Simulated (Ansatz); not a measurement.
**A cut through the energy surface**

Si2H6 (SMILES [SiH3][SiH3]), singlet, at its PBE0-D4/def2-TZVP minimum:

```xyz
8
angstrom
Si -0.3405 0.4902 -1.0049
Si 0.3635 -0.5044 0.9910
H 0.8339 0.9482 -1.7949
H -1.1129 -0.4839 -1.8219
H -1.2080 1.6641 -0.7179
H 1.1390 0.4686 1.8063
H 1.2281 -1.6805 0.7040
H -0.8110 -0.9592 1.7826
```

The dihedral angle H3–Si1–Si2–H6 (59.9° at the minimum) is set to the values below, the two halves turning rigidly about the central bond. Each method's energies count from its own value at the PBE0-D4 minimum structure. Ansatz 0.2.0; basis: def2-TZVPP; cores frozen in the correlated methods. B3LYP uses VWN-RPA correlation.

```json
{"dihedral angle (°)": "68.6", "CCSD(T) (eV)": "0.0024", "PBE-D4 (eV)": "0.0022", "r2SCAN-D4 (eV)": "0.0024"}
{"dihedral angle (°)": "85.7", "CCSD(T) (eV)": "0.0186", "PBE-D4 (eV)": "0.0173", "r2SCAN-D4 (eV)": "0.0186"}
{"dihedral angle (°)": "102.9", "CCSD(T) (eV)": "0.0391", "PBE-D4 (eV)": "0.0363", "r2SCAN-D4 (eV)": "0.0390"}
{"dihedral angle (°)": "120.0", "CCSD(T) (eV)": "0.0483", "PBE-D4 (eV)": "0.0448", "r2SCAN-D4 (eV)": "0.0481"}
{"dihedral angle (°)": "137.1", "CCSD(T) (eV)": "0.0391", "PBE-D4 (eV)": "0.0363", "r2SCAN-D4 (eV)": "0.0390"}
{"dihedral angle (°)": "154.3", "CCSD(T) (eV)": "0.0186", "PBE-D4 (eV)": "0.0173", "r2SCAN-D4 (eV)": "0.0186"}
{"dihedral angle (°)": "171.4", "CCSD(T) (eV)": "0.0024", "PBE-D4 (eV)": "0.0022", "r2SCAN-D4 (eV)": "0.0024"}
```

Largest difference from the CCSD(T) curve over the scan: PBE0-D4 0.0033; B3LYP-D4 0.0024; wB97M-V 0.0035; HF 0.0004 eV. Each curve counts from its own value at the minimum.

T1 diagnostic: at most 0.013.

For scale, one of the runs: CCSD(T)/def2-TZVPP, 168 basis functions (an equivalent command: `ansatz run in.yaml --threads 2`). Hardware: 2 CPU threads, shared host. Wall time 4.6 s; peak host memory 1 GiB.
